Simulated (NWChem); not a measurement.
**Correlation energy of hydrogen fluoride (HF)**

```xyz
2

F      0.0000     0.0000     0.0925
H      0.0000     0.0000    -0.8323
```
Charge 0, spin multiplicity 1.

Program: NWChem. Structure: optimised with B3LYP/def2-SVP, a minimum by its harmonic frequencies.

Basis set: def2-SVP. Each correlation energy counts from its own Hartree-Fock reference.

The correlated methods keep 1 core orbital frozen. Coupled-cluster values serve here as a point of comparison, not as the truth.

| method | correlation energy (mHa) |
|---|---|
| MP2 | ___ |
| SCS-MP2 | ___ |
| CCSD | ___ |
| CCSD+T(CCSD) | -207.2 |
| CCSD(T) | -207.0 |
| CR-CCSD[T] | -206.9 |
| CR-CCSD(T) | -206.8 |
| CCSDT | -207.1 |

Q: Some entries are withheld; supply them.

A: 
- MP2, correlation energy (mHa): -199.8
- SCS-MP2, correlation energy (mHa): -193.6
- CCSD, correlation energy (mHa): -205.2
